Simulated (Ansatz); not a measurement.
We consider hcp Ru, described by PBE0 (PAW; Ansatz, a program for electronic structure).

Settings: plane-wave cutoff 460 eV, 12×12×6 k mesh (along the axes of the cell as run), Fermi–Dirac smearing 0.05 eV, no spin polarisation, scalar-relativistic PAW data made under PBE.

Computed at the level's own relaxed cell.

**Question.** Predict the lattice parameter a and c axis length.

**Answer.** 
- lattice parameter a = 2.681 Å
- c axis length = 4.238 Å

Measured, for comparison: lattice constant a 2.706 Å (293 K, no zero-point or thermal correction, our sources range from 2.700 to 2.706; as tabulated in Wikipedia's data pages); lattice parameter c 4.282 Å (293 K, no zero-point or thermal correction; as tabulated in Wikipedia's data pages). Computed (rounded) less measured: lattice constant a -0.9 % (-0.7 % to -0.9 % over the range), lattice parameter c -1.0 %. A static lattice is as a rule a little smaller and stiffer than an uncorrected measurement, which narrows the difference in the lattice constant a, lattice parameter c and would widen misses of the other sign.

The result took about 30 core-minutes (a rough figure).
